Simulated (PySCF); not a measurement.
C₂: energy against distance

Set-up: C 3-21G; no relativity (PySCF 2.14). Energies in eV from C + C in their ground configurations at the same level. All curves are PBE0. state 1: ³Πu (triplet), unpaired electrons σ ↑, π ↑; state 2: Ms = 0 determinant of mixed spin (⟨S²⟩ near 0.9), paired orbitals spin-polarised, a second solution, started from another occupation; state 3: Ms = 0 determinant of mixed spin (⟨S²⟩ near 1.0), unpaired electrons σ ↑, π ↓, a second solution, started from another occupation; state 4: ³Σg⁻ (triplet), unpaired electrons π ↑↑, a second solution, started from another occupation.

```csv
R (Å),state 1,state 2,state 3,state 4
1.139,-4.210,-5.105,-3.848,-2.281
1.192,-5.025,-5.486,-4.677,-3.391
1.246,-5.480,-5.552,-5.144,-4.112
1.285,-5.642,-5.449,-5.315,-4.458
1.325,-5.686,-5.252,-5.366,-4.674
1.365,-5.637,-4.986,-5.324,-4.787
1.418,-5.465,-4.563,-5.160,-4.818
1.484,-5.131,-3.982,-4.833,-4.719
1.563,-4.627,-3.284,-4.335,-4.472
1.669,-3.877,-2.448,-3.587,-4.020
```

**Question.** Put a parabola through the three lowest points of the state 1 curve and estimate Re, k and ωe (reduced mass 6.0 u; 1 eV/Å² = 0.16022 mdyn/Å; ωe = 1302.8·√(k/μ) cm⁻¹).

**Answer.** Through R = 1.285, 1.325, 1.365 Å the second-order coefficient is 29.1 eV/Å², so Re ≈ 1.324 Å, k ≈ 9.31 mdyn/Å and ωe ≈ 1623 cm⁻¹. A polynomial fit of higher order to the unrounded PBE0 energies gives Re = 1.322 Å, k = 9.48 mdyn/Å, ωe = 1638 cm⁻¹; anharmonicity and rounding make the difference.

The higher-order fit for each curve: state 1: Re = 1.322 Å, ωe = 1638 cm⁻¹, De = 5.69 eV; state 2: Re = 1.232 Å, ωe = 1986 cm⁻¹, minimum 5.56 eV below the ground-state fragments; state 3: Re = 1.325 Å, ωe = 1629 cm⁻¹, minimum 5.37 eV below the ground-state fragments; state 4: Re = 1.405 Å, ωe = 1322 cm⁻¹, minimum 4.82 eV below the ground-state fragments.

⟨S²⟩ of the unrestricted solution departs from its pure value on part of the curve, where spin states mix. 3-21G is very small, so such numbers show the basis as much as the molecule. The state is the lowest determinant that a PBE0 search found; another state may lie lower at other levels.
